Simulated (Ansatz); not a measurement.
Two shapes of singlet CH2O.

Shape 1:

```xyz
4

C     0.0000    0.0000   -0.5228
O     0.0000    0.0000    0.6733
H     0.0000   -0.9444   -1.1247
H     0.0000    0.9444   -1.1247
```

Shape 2:

```xyz
4

C     0.0000    0.0000   -0.4810
O     0.0000    0.0000    0.6194
H     0.0000   -0.8689   -1.0347
H     0.0000    0.8689   -1.0347
```

Basis set: 6-31G* (spherical functions). Left uncorrelated: 2 orbitals. Charge 0, multiplicity 1.

Computed with Ansatz (development build ahead of 0.2.0); each method stands on the lowest determinant of its kind that the runs found.

Problem. Which shape is lower in energy, and by how much in each method?

Solution.

```json
{"method": "RHF", "E(2) − E(1) (eV)": "0.607"}
{"method": "RHF-MP2", "E(2) − E(1) (eV)": "1.034"}
```

Shape 1 is lower. Caution: no unrestricted run beside it, a lower state can exist.
